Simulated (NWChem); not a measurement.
System: acetylene (C$_{2}$H$_{2}$); SMILES C#C

The following NWChem deck was run.

```
start job
memory heap 200 mb stack 900 mb global 1100 mb
geometry units angstroms noautosym nocenter noautoz
  C      0.000000     0.000000    -0.602571
  C      0.000000     0.000000     0.602571
  H      0.000000     0.000000    -1.669035
  H      0.000000     0.000000     1.669035
end
basis spherical
  * library aug-cc-pvdz
end
dft
  xc b3lyp
  iterations 150
end
tddft
  nroots 6
end
task tddft energy
```

Geometry: optimised at B3LYP/6-31G* (spherical d). B3LYP is NWChem's, with the RPA form of VWN correlation.

Vertical excitations in the gas phase.

Q: Give the results of this calculation. (B3LYP/aug-cc-pVDZ, full TDDFT.) Quantities: lowest excitation, singlet (eV); oscillator strength of that lowest state; lowest state with f > 0.02, singlet (eV); oscillator strength of that bright state; lowest triplet (eV); orbital gap (eV).

A: 
```yaml
lowest excitation, singlet (eV): 6.61
oscillator_strength_of_that_lowest_state: 0.000
lowest state with f > 0.02, singlet (eV): 7.32
oscillator_strength_of_that_bright_state: 0.068
lowest triplet (eV): 4.99
orbital gap (eV): 8.19
```
